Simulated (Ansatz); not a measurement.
```yaml
crystal:
  periodic: [false, false, false]
  atoms:
    - {symbol: Si, position_ang: [-0.003395, 0.007754, -1.172800]}
    - {symbol: Si, position_ang: [0.003398, -0.007764, 1.172798]}
    - {symbol: H, position_ang: [0.782254, 1.156997, 1.698627]}
    - {symbol: H, position_ang: [0.627911, -1.268465, 1.683083]}
    - {symbol: H, position_ang: [-1.395464, 0.077890, 1.697797]}
    - {symbol: H, position_ang: [1.396888, -0.051699, -1.697633]}
    - {symbol: H, position_ang: [-0.651298, 1.256599, -1.683081]}
    - {symbol: H, position_ang: [-0.760283, -1.171321, -1.698801]}
basis:
  gaussian: {orbitals: def2-mTZVP}
total_charge: 1
magnetization: {spin_polarized: true, initial_magnetization: 1}
hamiltonian: {xc: {name: wB97M-V}}
output: {forces: true}
```

```sh
$ ansatz run in.yaml --threads 2 --pin off --events-out ev --progress --plain --max-ram 4352MiB
```

Shortened log:

```
Functional definition: wB97M-V
584 factors; integrals over basis functions are off by at most 8.7e-4 eV
246 factors; integrals over basis functions are off by at most 5.4e-6 eV
mean field evaluation 1: about -15839.6808 eV, gradient 5.9e0 eV
mean field evaluation 2: about -15839.9280 eV, gradient 1.2e0 eV
mean field evaluation 4: about -15839.9429 eV, gradient 9.1e-2 eV
mean field evaluation 8: about -15839.9469 eV, gradient 1.8e-3 eV
mean field evaluation 16: about -15839.1323 eV, gradient 5.2e0 eV
mean field -15839.94689447 eV, -582.1073116701 hartree, gradient 6.3e-5 eV, S^2 0.751026; 2 other end points of the search recorded, 0 dependent functions left out
reference -15839.94694595 eV, -582.1073135622 hartree; 17, 16 occupied and 45, 46 virtual orbitals, 584 factors
Total energy: -15839.94694595 eV, -582.1073135622 hartree
Atom 0 at    -0.003395     0.007754    -1.172800 Å, force    -0.012188     0.027551    -4.150404 eV/Å
Atom 1 at     0.003398    -0.007764     1.172798 Å, force     0.012192    -0.027455     4.150401 eV/Å
Atom 2 at     0.782254     1.156997     1.698627 Å, force    -0.044490    -0.056341    -0.824504 eV/Å
Atom 3 at     0.627911    -1.268465     1.683083 Å, force    -0.034817     0.072852    -0.823743 eV/Å
Atom 4 at    -1.395464     0.077890     1.697797 Å, force     0.072099    -0.000135    -0.824588 eV/Å
Atom 5 at     1.396888    -0.051699    -1.697633 Å, force    -0.072273    -0.002974     0.824570 eV/Å
Atom 6 at    -0.651298     1.256599    -1.683081 Å, force     0.037576    -0.071480     0.823752 eV/Å
Atom 7 at    -0.760283    -1.171321    -1.698801 Å, force     0.041901     0.057982     0.824516 eV/Å
Dipole moment:     0.000001    -0.000003     0.000001 e Å
```

Hardware: 2 threads of Intel Xeon Platinum 8375C on a shared host. Wall time 4.5 s.

The dipole of an ion depends on the origin.
